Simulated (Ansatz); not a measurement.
Take a crystal in which Pt has been replaced by Ta on all its sites, with the cell rescaled by a rough guess (in some cases also distorted within its space group) and nothing relaxed:

```cif
data_structure
_symmetry_space_group_name_H-M 'P 1'
_symmetry_Int_Tables_number 1
_cell_length_a 4.6766
_cell_length_b 4.6766
_cell_length_c 6.3031
_cell_angle_alpha 90.000
_cell_angle_beta 90.000
_cell_angle_gamma 120.000
_cell_volume 119.38
loop_
_atom_site_label
_atom_site_type_symbol
_atom_site_fract_x
_atom_site_fract_y
_atom_site_fract_z
_atom_site_occupancy
Bi1 Bi 0.33333 0.66667 0.25000 1
Bi2 Bi 0.66667 0.33333 0.75000 1
Ta1 Ta 0.00000 0.00000 0.00000 1
Ta2 Ta 0.00000 0.00000 0.50000 1
```

Computed with Ansatz, DFT PBEsol, scalar-relativistic, plane waves, PAW.

Cutoff 420 eV; k points 12×12×8 on the computed 4-atom cell (Γ-centred); Gaussian smearing, width 0.10 eV; no spin polarisation.

(1) What pressure does the cell carry?

(2) Is it a metal on this mesh?

(3) What is its energy against the elements in their standard states?

Spin-orbit coupling is left out, which matters for the bands of heavy elements.

Answers

(1) The pressure is -14.6 GPa (positive in compression), so the cell would contract.

(2) Yes, a band crosses the Fermi level.

(3) +0.975 eV/atom at this unrelaxed geometry, with the elements in the same functional.